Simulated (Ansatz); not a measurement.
Geometry optimisation, RHF/6-31G* in Ansatz.

Input file:

```yaml
crystal:
  periodic: [false, false, false]
  atoms:
    - { symbol: Al, position_ang: [-0.945056, 0.0, 0.360463] }
    - { symbol: H, position_ang: [1.651167, 0.0, 1.322777] }
    - { symbol: F, position_ang: [1.940016, 0.0, 0.454635] }
    - { symbol: F, position_ang: [-1.146527, 0.0, -1.271975] }
basis:
  gaussian: { orbitals: "6-31G*" }
hamiltonian:
  xc: hf
relax:
  f_tol: 0.03
  max_steps: 50
```

Command:

```bash
$ ansatz run input.yaml --threads 1 --pin off --max-ram 2048MiB --backend cpu --events-out ev --progress --plain --runs-dir out
```

Problem. Where does it end, and by what steps?

Solution. The run converged. The force dipped under the threshold on the way, but the program's further checks kept it going. After 16 steps the energy has fallen by 0.070 eV; H2 moved furthest, 0.42 Å.

```
step  energy less start (eV)  largest force component (eV/Å)  accepted
   0                  0.0000                           0.233       yes
   1                 -0.0088                           2.093       yes
   2                 -0.0027                           2.486        no
   3                 -0.0314                           1.829       yes
   4                 -0.0573                           0.800       yes
   5                 -0.0386                           0.510        no
   6                 -0.0649                           0.348       yes
   7                 -0.0652                           0.324       yes
   8                 -0.0680                           0.092       yes
   9                 -0.0685                           0.042       yes
  10                 -0.0689                           0.034       yes
  11                 -0.0687                           0.313        no
  12                 -0.0695                           0.018       yes
  13                 -0.0694                           0.114        no
  14                 -0.0696                           0.039       yes
  15                 -0.0695                           0.046        no
  16                 -0.0696                           0.001       yes
```

```xyz
4
Properties=species:S:1:pos:R:3
Al -1.231 0.000 0.382
H 2.068 0.000 1.279
F 1.668 0.000 0.458
F -1.006 0.000 -1.253
```

Whether the end is a true minimum wasn't checked by a vibrational analysis.

The run took 14 s on 1 thread of Arm Neoverse N1 (shared host), peak memory 0.092 GiB.
